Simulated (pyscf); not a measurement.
Single points on ωB97X-D3(BJ)/def2-SVP structures (PySCF, gas phase).

**Question.** PBE/def2-TZVP puts the barrier of `[PH2][AlH][PH2]` + `[H][H]` → `[AlH2][PH2]` + `[PH3]` (four-centre exchange; singlet surface; Al–P, H–H broken, Al–H, H–P formed) at 89.5 kJ/mol and the reaction energy at +37.4 kJ/mol, from the separated reactants. What do B3LYP-D3(BJ)/def2-TZVP, M06-2X/def2-TZVP, ωB97M-D3(BJ)/def2-TZVP give on the same structures?

**Answer.** B3LYP-D3(BJ): ΔE‡ = 107.0 kJ/mol, ΔE = +31.2 kJ/mol; M06-2X: ΔE‡ = 116.0 kJ/mol, ΔE = +37.6 kJ/mol; ωB97M-D3(BJ): ΔE‡ = 110.6 kJ/mol, ΔE = +26.5 kJ/mol. PBE's barrier lies under all of them, by 17.5 to 26.6 kJ/mol. Its reaction energy matches one of them and lies within 10.9 kJ/mol of the others. Low barriers are usual for a GGA, whose delocalisation error favours stretched bonds. On the product side the descent ends in a complex (not fully relaxed), 22.1 kJ/mol under the separated species and 92.5 kJ/mol under the saddle at ωB97X-D3(BJ)/def2-TZVP. At the saddle there is also a short Al–H contact that neither side keeps. One saddle was located; it need not be the lowest between these sides.
